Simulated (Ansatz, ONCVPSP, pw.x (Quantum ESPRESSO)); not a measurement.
# W (Z = 74): one change to the ONCV potential, in the atom and in the fcc crystal

```json
{"Element": "W (Z = 74)", "Generator": "ONCVPSP 4.0.1.1 (patched build)", "Type": "optimised norm-conserving Vanderbilt (ONCV)", "Functional": "LDA (Perdew-Wang 92)", "Relativity": "scalar-relativistic", "Frozen core": "[Kr] 4d10 4f14 5s2", "Valence charge": "12", "Reference configuration": "5p6 5d4 6s2", "Partial waves": "6s: rc 2.70 bohr, ncon 4, nbas 7, qcut 2.1 1/bohr, 2 projectors, debl 0.9 Ha; 5p: rc 1.85 bohr, ncon 3, nbas 6, qcut 5.8 1/bohr, 3 projectors, debl 2.9 Ha; 5d: rc 1.70 bohr, ncon 3, nbas 7, qcut 6.2 1/bohr, 2 projectors, debl 1.9 Ha", "Local potential": "polynomial inside 1.65 bohr (lpopt 5, dvloc0 6 Ha)", "Core correction": "Teter function fitted to the true core (icmod 2), fcfact 0.75"}
```

Change: p: rc 1.62; local potential polynomial inside 1.62 bohr (lpopt 5, dvloc0 6 Ha).

Cutoffs, loose and tight: the cutoffs (Ha) at which the residual kinetic energy of the hardest occupied pseudo-wave falls to 1 and 0.1 mHa per electron. They do not see the model core or the augmentation charge, which bear on the density cutoff. Test errors are all-electron minus pseudo excitation energies from the reference, over the configurations 5p6 5d4 6s1; 5p6 5d4 6s0; 5p6 5d3 6s0; 5p6 5d4 6s1 6p1; variants that change the core or the reference have their own tests.

Crystal test: fcc W in pw.x 7.5, no spin, 14³ k-points, Fermi–Dirac smearing 0.01 Ry, cutoffs set for each file from its atomic test. The reference is all-electron LAPW (Ansatz 0.2.0) with the same functional, mesh and smearing; V0 and B0 come from Birch–Murnaghan fits to the pressures at five volumes. Errors are pseudo minus all-electron; Δ is the rms difference of the E(V) curves that follow from these fits, minima aligned, over ±6 % about the mean V0. Mesh and smearing are coarse, so the numbers serve the comparison and aren't converged zero-temperature values; the lattice is a test structure that the element need not adopt.

All-electron: a0 = 3.975 Å (V0 = 15.70 Å³/atom), B0 = 309.7 GPa.

Does the change bring the crystal closer to the all-electron result?

The mean pressure error goes from -2.14 to -2.43 GPa, so the change moves the solid further from the all-electron pressures.

| quantity | base | changed |
| --- | --- | --- |
| outcome (atom) | generated | generated |
| cutoff, loose (atom) | 14 Ha | 14 Ha |
| cutoff, tight (atom) | 17 Ha | 25 Ha |
| bound ghosts (atom) | none | none |
| largest test error (meV) (atom) | -23 | -23 |
| cutoffs in pw.x (Ry) | 50/200 | 60/240 |
| a0 (Å) | 3.966 | 3.964 |
| a0 error (%) | -0.23 | -0.26 |
| B0 error (%) | -0.0 | +0.1 |
| Δ (meV/atom) | 7.3 | 8.3 |
| mean pressure error (GPa) | -2.14 | -2.43 |
